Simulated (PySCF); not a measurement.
Isomers of C8H10, mass 106.078 u with the commonest isotopes. Method used: PBE0/pcSseg-1 in PySCF (dipole) on a GFN2-xTB geometry, gas phase. One conformer each, none proved a minimum here; rigid rotors.

**Question.** Order these by dipole moment, smallest first.
A. `[CH2:1]=[CH:2][C:3]1=[CH:4][C@@H:5]1[CH:6]1[CH2:7][CH2:8]1` with C1–C2–C3–C4 176°, C4–C5–C6–C7 -175°
B. `[CH2:1]=[CH:2]/[CH:3]=[CH:4]/[CH:5]=[CH:6]/[CH:7]=[CH2:8]` with C1–C2–C3–C4 180°, C3–C4–C5–C6 180°, C5–C6–C7–C8 180° (octatetraene)
C. `[CH:1]1=[CH:2][CH2:3][C:4]([CH:5]2[CH2:6][CH2:7]2)=[CH:8]1` with C3–C4–C5–C6 145°
D. `[CH3:1][C:2]#[C:3][C@H:4]1[CH:5]=[CH:6][CH2:7][CH2:8]1` with C3–C4–C5–C6 132°, C5–C6–C7–C8 -11°, C6–C7–C8–C4 16°, C3–C4–C8–C7 -137°

**Answer.** B (0.00 D), D (0.24 D), A (0.58 D), C (0.91 D).

**Question.** Order these by out-of-plane moment Σ m c² = (Ia + Ib − Ic)/2, smallest first.
A. `[CH:1]1=[CH:2][CH2:3][C:4]([CH:5]2[CH2:6][CH2:7]2)=[CH:8]1` with C3–C4–C5–C6 145°
B. `[CH2:1]=[CH:2][C:3]1=[CH:4][C@@H:5]1[CH:6]1[CH2:7][CH2:8]1` with C1–C2–C3–C4 176°, C4–C5–C6–C7 -175°
C. `[CH3:1][C:2]#[C:3][C@H:4]1[CH:5]=[CH:6][CH2:7][CH2:8]1` with C3–C4–C5–C6 132°, C5–C6–C7–C8 -11°, C6–C7–C8–C4 16°, C3–C4–C8–C7 -137°
D. `[CH:1]#[C:2][CH2:3]/[CH:4]=[CH:5]/[CH:6]1[CH2:7][CH2:8]1` with C2–C3–C4–C5 120°, C4–C5–C6–C7 -145°
E. `[CH2:1]=[CH:2]/[CH:3]=[CH:4]/[CH:5]=[CH:6]/[CH:7]=[CH2:8]` with C1–C2–C3–C4 180°, C3–C4–C5–C6 180°, C5–C6–C7–C8 180°

**Answer.** E (0.00 u·Å²), B (12.93 u·Å²), D (18.13 u·Å²), A (21.29 u·Å²), C (23.36 u·Å²).

**Question.** Order these by radius of gyration √(Σ m r²/M), smallest first.
A. `[CH2:1]=[CH:2][C:3]1=[CH:4][C@@H:5]1[CH:6]1[CH2:7][CH2:8]1` with C1–C2–C3–C4 176°, C4–C5–C6–C7 -175°
B. `[CH3:1][C:2]#[C:3][C@H:4]1[CH:5]=[CH:6][CH2:7][CH2:8]1` with C3–C4–C5–C6 132°, C5–C6–C7–C8 -11°, C6–C7–C8–C4 16°, C3–C4–C8–C7 -137°
C. `[CH2:1]=[CH:2]/[CH:3]=[CH:4]/[CH:5]=[CH:6]/[CH:7]=[CH2:8]` with C1–C2–C3–C4 180°, C3–C4–C5–C6 180°, C5–C6–C7–C8 180°
D. `[CH:1]1=[CH:2][CH2:3][C:4]([CH:5]2[CH2:6][CH2:7]2)=[CH:8]1` with C3–C4–C5–C6 145°
E. `[CH:1]#[C:2][CH2:3]/[CH:4]=[CH:5]/[CH:6]1[CH2:7][CH2:8]1` with C2–C3–C4–C5 120°, C4–C5–C6–C7 -145°

**Answer.** D (2.034 Å), A (2.164 Å), B (2.286 Å), E (2.589 Å), C (2.909 Å).

```csv
SMILES,point group,Ia (u·Å²),Ib (u·Å²),Ic (u·Å²),κ,μa (D),μb (D),μc (D)
C1=CCC(C2CC2)=C1,Cs,89.73,370.60,417.75,-0.93,0.62,0.66,0.00
CC#C[C@H]1C=CCC1,C1,88.42,489.19,530.89,-0.97,0.02,0.18,0.15
C=CC1=C[C@@H]1C1CC1,C1,129.47,380.42,484.04,-0.80,0.51,0.07,0.26
C#CC/C=C/C1CC1,C1,71.10,658.03,692.87,-0.99,0.98,0.30,0.00
C=C/C=C/C=C/C=C,C2h,25.58,872.28,897.86,-1.00,0.00,0.00,0.00
```
